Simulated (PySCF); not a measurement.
Gas-phase reaction: 3 AlH(CH3)2 + C3H6 (propylene) = 3 Al(CH3)3

Energies from PySCF, thermal terms from the rigid-rotor harmonic-oscillator model, ideal gas at 1 bar. † marks an energy on the PBE0/def2-TZVP geometry and frequencies; other levels use their own. MP2 and CCSD(T) freeze the core. All species are closed-shell singlets. B3LYP is the form with VWN-RPA correlation. Methyl groups turn as free rotors in AlH(CH3)2, Al(CH3)3. AlH(CH3)2: computed as isolated molecules; such fragments, hydroxides, amides, oligomers or adducts are transient or little studied in the gas. MP2 isn't extrapolated to the basis-set limit; its ΔH°(298 K) is -191.9 kJ in def2-SVP and -219.7 kJ in def2-TZVPP. CCSD(T) isn't extrapolated to the basis-set limit. The harmonic model lacks anharmonicity and excited electronic states, which grow with temperature; levels with a mode under 35 cm⁻¹ are left out. Internal rotation in C3H6 (propylene) is treated as a harmonic vibration of one conformer, which makes the entropy rough.

```json
[
 {"level": "B3LYP/def2-TZVP†", "ΔE electronic, kJ": "-203", "ΔH°(298 K), kJ": "-186", "ΔS°(298 K), J/K": "-153", "ΔG°(2500 K), kJ": "189"},
 {"level": "BLYP/def2-TZVP†", "ΔE electronic, kJ": "-192", "ΔH°(298 K), kJ": "-175", "ΔS°(298 K), J/K": "-153", "ΔG°(2500 K), kJ": "200"},
 {"level": "CCSD(T)/def2-SVP†", "ΔE electronic, kJ": "-190", "ΔH°(298 K), kJ": "-173", "ΔS°(298 K), J/K": "-153", "ΔG°(2500 K), kJ": "202"},
 {"level": "MP2/def2-SVP†", "ΔE electronic, kJ": "-209", "ΔH°(298 K), kJ": "-192", "ΔS°(298 K), J/K": "-153", "ΔG°(2500 K), kJ": "184"},
 {"level": "PBE/def2-SVP", "ΔE electronic, kJ": "-215", "ΔH°(298 K), kJ": "-198", "ΔS°(298 K), J/K": "-153", "ΔG°(2500 K), kJ": "177"},
 {"level": "PBE/def2-TZVP†", "ΔE electronic, kJ": "-224", "ΔH°(298 K), kJ": "-207", "ΔS°(298 K), J/K": "-153", "ΔG°(2500 K), kJ": "169"},
 {"level": "PBE0/def2-SVP†", "ΔE electronic, kJ": "-224", "ΔH°(298 K), kJ": "-208", "ΔS°(298 K), J/K": "-153", "ΔG°(2500 K), kJ": "168"},
 {"level": "PBE0/def2-TZVP", "ΔE electronic, kJ": "-230", "ΔH°(298 K), kJ": "-213", "ΔS°(298 K), J/K": "-153", "ΔG°(2500 K), kJ": "162"},
 {"level": "r2SCAN/def2-TZVP†", "ΔE electronic, kJ": "-237", "ΔH°(298 K), kJ": "-220", "ΔS°(298 K), J/K": "-153", "ΔG°(2500 K), kJ": "156"},
 {"level": "ωB97X-V/def2-TZVP†", "ΔE electronic, kJ": "-226", "ΔH°(298 K), kJ": "-209", "ΔS°(298 K), J/K": "-153", "ΔG°(2500 K), kJ": "166"}
]
```
ΔH° is lowest at r2SCAN/def2-TZVP† and highest at CCSD(T)/def2-SVP†. No reference value is set beside these.
